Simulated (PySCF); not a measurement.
A geometry optimisation, step by step.

Species: CH3NO.
SMILES with atom numbers: `[CH3:1][N:2]=[O:3]` (hydrogens: H4, H5, H6 on C1)

Method: PBE0-D3(BJ)/def2-TZVP geometry optimisation, gas phase in PySCF; density fitting, grid level 2; the optimiser is geomeTRIC in internal coordinates, started from a GFN2-xTB structure with every atom displaced at random (about 0.01 Å). The frame can shift and turn from step to step; on so coarse a grid that alone can change the energy by a few meV, and forces under 0.02 eV/Å are noise.

Step 0: E = -4617.0129 eV, largest atomic force 2.470 eV/Å
```
atom  x, y, z in Å  |  force x, y, z in eV/Å
C1     -0.399    0.017    0.026   -1.256   1.804  -1.127
N2      0.865   -0.591    0.123    1.755  -0.800   0.045
O3      1.811    0.065   -0.220   -0.559  -0.021   0.069
H4     -0.827    0.016    1.016   -0.302  -0.178   0.486
H5     -1.035   -0.606   -0.623    0.160  -0.008   0.274
H6     -0.390    1.070   -0.367    0.202  -0.798   0.252
```

Step 1: E = -4617.0689 eV, largest atomic force 0.607 eV/Å
```
atom  x, y, z in Å  |  force x, y, z in eV/Å
C1     -0.381    0.120    0.143    0.009  -0.523   0.309
N2      0.971   -0.461    0.166    0.047   0.249  -0.308
O3      1.588   -0.252   -0.838   -0.051  -0.068   0.281
H4     -0.620    0.514    1.139    0.151   0.162  -0.299
H5     -1.027   -0.753    0.016   -0.160  -0.106  -0.025
H6     -0.519    0.793   -0.698    0.003   0.286   0.043
```

Step 2: E = -4617.0879 eV, largest atomic force 0.245 eV/Å
```
atom  x, y, z in Å  |  force x, y, z in eV/Å
C1     -0.388    0.100    0.138   -0.017  -0.233  -0.074
N2      0.971   -0.460    0.161    0.037  -0.036  -0.051
O3      1.605   -0.239   -0.826   -0.091   0.045   0.104
H4     -0.596    0.524    1.121    0.036   0.101  -0.021
H5     -1.057   -0.764    0.022    0.053   0.061   0.009
H6     -0.522    0.800   -0.687   -0.017   0.061   0.033
```

Step 3: E = -4617.0914 eV, largest atomic force 0.122 eV/Å
```
atom  x, y, z in Å  |  force x, y, z in eV/Å
C1     -0.390    0.087    0.134   -0.047  -0.013  -0.018
N2      0.967   -0.474    0.159   -0.077  -0.035  -0.035
O3      1.605   -0.219   -0.815    0.115   0.027  -0.034
H4     -0.579    0.533    1.110   -0.027   0.027   0.054
H5     -1.070   -0.766    0.025    0.025   0.031   0.031
H6     -0.521    0.799   -0.684    0.011  -0.037   0.001
```

Step 4: E = -4617.0933 eV, largest atomic force 0.122 eV/Å
```
atom  x, y, z in Å  |  force x, y, z in eV/Å
C1     -0.393    0.081    0.131    0.021   0.109  -0.050
N2      0.962   -0.486    0.149   -0.029  -0.081   0.035
O3      1.618   -0.203   -0.805    0.023   0.050  -0.023
H4     -0.571    0.539    1.106   -0.006  -0.025   0.033
H5     -1.080   -0.765    0.032   -0.007  -0.017   0.031
H6     -0.523    0.795   -0.684   -0.002  -0.036  -0.025
```

Step 5: E = -4617.0956 eV, largest atomic force 0.136 eV/Å
```
atom  x, y, z in Å  |  force x, y, z in eV/Å
C1     -0.397    0.074    0.125    0.045   0.123  -0.034
N2      0.951   -0.509    0.134   -0.003  -0.053   0.038
O3      1.633   -0.174   -0.786   -0.017   0.034  -0.005
H4     -0.554    0.543    1.101    0.008  -0.045  -0.002
H5     -1.097   -0.761    0.046   -0.030  -0.033   0.022
H6     -0.524    0.787   -0.691   -0.003  -0.026  -0.018
```

Step 6: E = -4617.0968 eV, largest atomic force 0.035 eV/Å
```
atom  x, y, z in Å  |  force x, y, z in eV/Å
C1     -0.399    0.070    0.119    0.019   0.029  -0.005
N2      0.941   -0.529    0.120    0.007  -0.006   0.012
O3      1.644   -0.149   -0.766   -0.016   0.006   0.004
H4     -0.536    0.544    1.096    0.007  -0.017  -0.010
H5     -1.112   -0.756    0.060   -0.015  -0.009   0.004
H6     -0.526    0.780   -0.700   -0.002  -0.003  -0.004
```

Step 7: E = -4617.0968 eV, largest atomic force under 0.02 eV/Å
```
atom  x, y, z in Å  |  force x, y, z in eV/Å
C1     -0.399    0.070    0.119    0.004   0.003  -0.001
N2      0.940   -0.532    0.118    0.001   0.002   0.002
O3      1.644   -0.146   -0.764   -0.003   0.000   0.001
H4     -0.533    0.544    1.095    0.002  -0.003  -0.002
H5     -1.115   -0.755    0.062   -0.003  -0.001   0.000
H6     -0.526    0.779   -0.701   -0.001   0.000  -0.001
```

Question: Summarise the path.

Answer: The energy falls by 8.09 kJ/mol from step 0 to step 7; nine tenths of that is first reached at step 3. It falls at every step. The largest force goes from 2.470 to under 0.02 eV/Å. Among the bonds C1–N2 changes most, from 1.406 to 1.468 Å; the atoms move by 0.032 Å rms after alignment.

Question: Follow the three bonds and two angles with the largest change from start to end.

Answer: 
| step | E above end (kJ/mol) | largest force (eV/Å) | C1–N2 (Å) | C1–H6 (Å) | C1–H4 (Å) | N2–C1–H6 (°) | H4–C1–H6 (°) |
| --- | --- | --- | --- | --- | --- | --- | --- |
| 0 | 8.09 | 2.470 | 1.406 | 1.124 | 1.078 | 115.0 | 109.0 |
| 1 | 2.70 | 0.607 | 1.472 | 1.086 | 1.098 | 111.9 | 116.9 |
| 2 | 0.86 | 0.245 | 1.470 | 1.091 | 1.091 | 111.7 | 114.1 |
| 3 | 0.53 | 0.122 | 1.468 | 1.092 | 1.090 | 111.9 | 112.5 |
| 4 | 0.34 | 0.122 | 1.469 | 1.092 | 1.092 | 111.8 | 111.9 |
| 5 | 0.11 | 0.136 | 1.469 | 1.092 | 1.093 | 111.8 | 111.7 |
| 6 | 0.00 | 0.035 | 1.468 | 1.092 | 1.094 | 111.9 | 111.9 |
| 7 | 0.00 | under 0.02 | 1.468 | 1.091 | 1.094 | 111.9 | 112.0 |

The cost below is that of the whole optimisation. The run took 19 s of wall time on one thread, AMD EPYC 7R43 (x86_64), shared host, and the process peaked at 0.45 GiB of memory.
